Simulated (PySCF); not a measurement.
# Calculated properties of nitrous acid, `O=NO`

Nitrous acid, HNO₂.
Geometry (GFN2-xTB, Å), atoms numbered from 1 in this order:
```xyz
4
HNO2 angstrom
O      1.185   -0.522   -0.066
N      0.611    0.525   -0.045
O     -0.715    0.461    0.029
H     -1.071   -0.458    0.059
```

From GFN2-xTB geometry:

| Property | Result |
| --- | --- |
| Point group of the GFN2-xTB geometry | Cs |
| Rotational constants A, B, C of the GFN2-xTB geometry | 89.919, 13.375, 11.643 GHz |

PBE0/def2-SVPD ground state and vertical TDDFT (core frozen in the response) (PySCF):

| Item | Value |
| --- | --- |
| Dipole moment | 1.96 D |
| HOMO energy | -8.47 eV |
| LUMO energy | -2.38 eV |
| HOMO–LUMO gap | 6.09 eV |
| Lowest singlet excitation | 3.58 eV (346 nm, f = 0.001) |
| Strongest line among the 8 lowest singlet transitions | S4 at 8.01 eV (155 nm, f = 0.194) |
| Lowest triplet excitation (Tamm–Dancoff) | 2.42 eV |
| Static isotropic polarisability | 20.0 au |
| Electronic spatial extent ⟨r²⟩ about the centre of nuclear charge | 119 bohr² |

Monoisotopic mass (most abundant isotopes): 47.0007 u.

The polarisability is 2.97 Å³ as a volume (1 au = 0.148185 Å³), or 0.84 au for each of the 24 electrons. The rotational constants make it an asymmetric top with κ = (2B − A − C)/(A − C) = -0.96, nearer the prolate limit (−1). In atomic units the dipole is 0.77 e·bohr (1 au = 2.5417 D). The largest Löwdin shares of the HOMO are 0.52 on O1, 0.32 on N2 and 0.14 on O3. The principal polarisabilities are 13.9, 19.2 and 27.0 au; their mean is the isotropic value. The 8 singlets span 3.58 to 9.79 eV, and their oscillator strengths add up to 0.39. With B = h/(8π²I), that is 505.379 GHz u Å² over I, the principal moments of inertia are 5.6, 37.8 and 43.4 u Å² (most abundant isotopes); the inertial defect Ic − Ia − Ib is 0.0 u Å² (zero for a rigid planar frame, negative otherwise).

Isolated species at its GFN2-xTB geometry, gas phase.
